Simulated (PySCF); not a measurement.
## Atomic charges against the basis set

Compound: H4NP.
Bonds: N1–P2 (double). Hydrogens: H3 on N1; H4, H5, H6 on P2.

PBE0 throughout (PySCF), one geometry, spherical d and f functions. Isolated species at its PBE0-D3(BJ)/def2-SVP geometry, gas phase. Atoms taken as equivalent share a column and are averaged.

Mulliken charges (e):

| basis | functions | N1 | P2 | H3 | H4/H5/H6 |
| --- | --- | --- | --- | --- | --- |
| STO-3G | 18 | -0.622 | +0.690 | +0.125 | -0.064 |
| 6-31G | 30 | -0.824 | +0.605 | +0.295 | -0.025 |
| 6-31G* | 40 | -0.754 | +0.436 | +0.322 | -0.002 |
| def2-SVP | 52 | -0.522 | +0.452 | +0.125 | -0.018 |
| 6-311+G(2d,p) | 86 | -0.706 | +0.383 | +0.210 | +0.038 |
| def2-TZVP | 92 | -0.600 | +0.213 | +0.219 | +0.056 |

IAO charges (e):

```tsv
basis	functions	N1	P2	H3	H4/H5/H6
STO-3G	18	-0.773	+0.784	+0.159	-0.057
6-31G	30	-0.878	+0.745	+0.247	-0.038
6-31G*	40	-0.935	+0.938	+0.247	-0.083
def2-SVP	52	-0.934	+0.946	+0.239	-0.084
6-311+G(2d,p)	86	-0.994	+0.979	+0.260	-0.082
def2-TZVP	92	-0.991	+0.989	+0.258	-0.085
```

Hirshfeld charges (e):

| basis | functions | N1 | P2 | H3 | H4/H5/H6 |
| --- | --- | --- | --- | --- | --- |
| STO-3G | 18 | -0.456 | +0.506 | +0.063 | -0.038 |
| 6-31G | 30 | -0.438 | +0.366 | +0.097 | -0.008 |
| 6-31G* | 40 | -0.409 | +0.323 | +0.102 | -0.005 |
| def2-SVP | 52 | -0.409 | +0.344 | +0.093 | -0.010 |
| 6-311+G(2d,p) | 86 | -0.414 | +0.328 | +0.089 | -0.001 |
| def2-TZVP | 92 | -0.407 | +0.317 | +0.092 | -0.001 |

Some averages cover members that differ in this geometry, most widely: H4/H5/H6, Mulliken in 6-31G -0.052 to +0.029; H4/H5/H6, IAO in 6-31G -0.065 to +0.015; H4/H5/H6, IAO in 6-31G* -0.107 to -0.035; H4/H5/H6, IAO in def2-SVP -0.106 to -0.038 e.

Task: Which scheme is steadiest as the basis changes?

Result: Largest range over the bases for any column: Hirshfeld 0.19 e, IAO 0.24 e, Mulliken 0.48 e. Hirshfeld charges move least and Mulliken charges most, counted in e. Without the minimal STO-3G basis the ranges are Hirshfeld 0.05, IAO 0.24, Mulliken 0.39 e.

Task: How much do the charges still move between the two largest bases, 6-311+G(2d,p) and def2-TZVP?

Result: At most, over all atoms: Mulliken 0.170 e, IAO 0.010 e, Hirshfeld 0.011 e.

Task: What do the same runs give for the total energy, the frontier levels and the dipole moment?

Result: 
```
        basis  energy (Eh)  HOMO (eV)  LUMO (eV)  μ (D)
       STO-3G    -393.5764      -2.19       6.70   3.04
        6-31G    -398.1163      -6.24       0.85   3.30
       6-31G*    -398.2244      -6.53       0.82   2.82
     def2-SVP    -398.0996      -6.47       1.11   2.76
6-311+G(2d,p)    -398.2932      -6.84      -0.22   2.99
    def2-TZVP    -398.3020      -6.80       0.27   2.82
```

The dipole is fixed by the density alone, so its range of 0.54 D shows that the density itself changes with the basis, not only its division among atoms.
